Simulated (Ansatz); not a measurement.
BO2H⁺. The state is a doublet with charge 1. Geometry PBE0-D4/def2-TZVP, that of the neutral singlet.

Cartesian coordinates in Å:
```
B 0.483 0.004 0.159
O -0.816 -0.228 0.228
O 1.679 0.195 0.143
H -1.346 0.029 -0.530
```

The structure comes from a short search, and lower isomers may exist.

Q: Estimate the α-spin orbital energies around the gap (eV) in Ansatz with PBE-D4/def2-TZVP, r2SCAN-D4/def2-TZVP, PBE0-D4/def2-TZVP.

A: 
```json
{"orbital": "HOMO−5", "PBE-D4/def2-TZVP": "-23.87", "r2SCAN-D4/def2-TZVP": "-24.21", "PBE0-D4/def2-TZVP": "-25.51"}
{"orbital": "HOMO−4", "PBE-D4/def2-TZVP": "-19.88", "r2SCAN-D4/def2-TZVP": "-20.61", "PBE0-D4/def2-TZVP": "-22.24"}
{"orbital": "HOMO−3", "PBE-D4/def2-TZVP": "-19.66", "r2SCAN-D4/def2-TZVP": "-20.35", "PBE0-D4/def2-TZVP": "-22.15"}
{"orbital": "HOMO−2", "PBE-D4/def2-TZVP": "-19.43", "r2SCAN-D4/def2-TZVP": "-19.89", "PBE0-D4/def2-TZVP": "-21.32"}
{"orbital": "HOMO−1", "PBE-D4/def2-TZVP": "-18.34", "r2SCAN-D4/def2-TZVP": "-18.81", "PBE0-D4/def2-TZVP": "-20.05"}
{"orbital": "HOMO", "PBE-D4/def2-TZVP": "-17.75", "r2SCAN-D4/def2-TZVP": "-18.31", "PBE0-D4/def2-TZVP": "-19.85"}
{"orbital": "LUMO", "PBE-D4/def2-TZVP": "-8.08", "r2SCAN-D4/def2-TZVP": "-7.41", "PBE0-D4/def2-TZVP": "-7.04"}
{"orbital": "LUMO+1", "PBE-D4/def2-TZVP": "-7.92", "r2SCAN-D4/def2-TZVP": "-7.31", "PBE0-D4/def2-TZVP": "-6.77"}
{"orbital": "LUMO+2", "PBE-D4/def2-TZVP": "-7.72", "r2SCAN-D4/def2-TZVP": "-7.12", "PBE0-D4/def2-TZVP": "-6.56"}
{"orbital": "LUMO+3", "PBE-D4/def2-TZVP": "-5.21", "r2SCAN-D4/def2-TZVP": "-4.09", "PBE0-D4/def2-TZVP": "-4.10"}
{"orbital": "LUMO+4", "PBE-D4/def2-TZVP": "-2.52", "r2SCAN-D4/def2-TZVP": "-1.59", "PBE0-D4/def2-TZVP": "-1.87"}
{"orbital": "LUMO+5", "PBE-D4/def2-TZVP": "-2.48", "r2SCAN-D4/def2-TZVP": "-1.45", "PBE0-D4/def2-TZVP": "-1.83"}
{"orbital": "β HOMO", "PBE-D4/def2-TZVP": "-17.34", "r2SCAN-D4/def2-TZVP": "-17.84", "PBE0-D4/def2-TZVP": "-19.31"}
{"orbital": "β LUMO", "PBE-D4/def2-TZVP": "-16.45", "r2SCAN-D4/def2-TZVP": "-15.99", "PBE0-D4/def2-TZVP": "-15.04"}
```
